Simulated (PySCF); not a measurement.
Compound: CHNO.
Atom-mapped SMILES: `[NH:1]=[C:2]=[O:3]` (hydrogens: H4 on N1)

Computed with PySCF at wB97X-D/pcSseg-2, non-relativistic, on one gas-phase PBE0-D3(BJ)/def2-TZVP geometry that isn't relaxed in the solvent. The solvent is an IEF-PCM continuum (van der Waals radii × 1.2). Only the electrostatic response of the medium enters.

Gas phase at wB97X-D/pcSseg-2: HOMO -10.76 eV, LUMO 1.93 eV, dipole 2.18 D.

Question: What does the continuum do to the energy, the frontier levels and the dipole at wB97X-D/pcSseg-2 in chloroform?

Answer: 
| solvent | ε | E(solvent) − E(gas) (kJ/mol) | polarisation term (kJ/mol) | distortion of the solute (kJ/mol) | HOMO (eV) | LUMO (eV) | dipole (D) |
| --- | --- | --- | --- | --- | --- | --- | --- |
| chloroform | 4.711 | -13.90 | -15.40 | 1.50 | -10.69 | 2.20 | 2.54 |

The polarisation term is half the interaction of the solute with the surface charges that it induces; the rest is the cost of distorting the solute's density. The sum is the electrostatic part of solvation alone.

Question: Which radius a makes the point-dipole formula ΔE = −[(ε − 1)/(2ε + 1)]·μ²/a³ give the value in chloroform, with the gas-phase dipole?

Answer: μ = 0.858 au and |ΔE| = 0.00529 Eh give a = 1.94 Å; the farthest nucleus lies 1.64 Å from the centroid of the nuclei. The formula assumes a rigid point dipole at the centre of a sphere.

The pairwise dispersion term of wB97X-D wasn't added to the energies; at a given geometry it leaves orbitals and properties as they are.
